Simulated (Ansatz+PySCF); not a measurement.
The numbers below are computed, except where a source is named.
Input for Ansatz (development build ahead of 0.2.0):

```yaml
crystal:
  periodic: [false, false, false]
  atoms:
    - { symbol: C, position_ang: [0.0, 0.0, -1.28924] }
    - { symbol: O, position_ang: [0.0, 0.0, 0.96693] }
basis:
  gaussian: { orbitals: STO-3G }
hamiltonian:
  xc: pbe0
output:
  forces: true
```

The input is written out in the form of the current development build from the run's settings.

Results

| Quantity | Value |
| --- | --- |
| Converged | yes |
| Total energy | -111.19180 hartree |
| Spin squared of the determinant | 0.000 |
| Stability test | minimum among restricted orbitals |

Forces (eV/Å):
```csv
atom,Fx,Fy,Fz
C1,0.000,0.000,8.633
O2,0.000,0.000,-8.633
```

Caution: an unrestricted determinant lies well below.
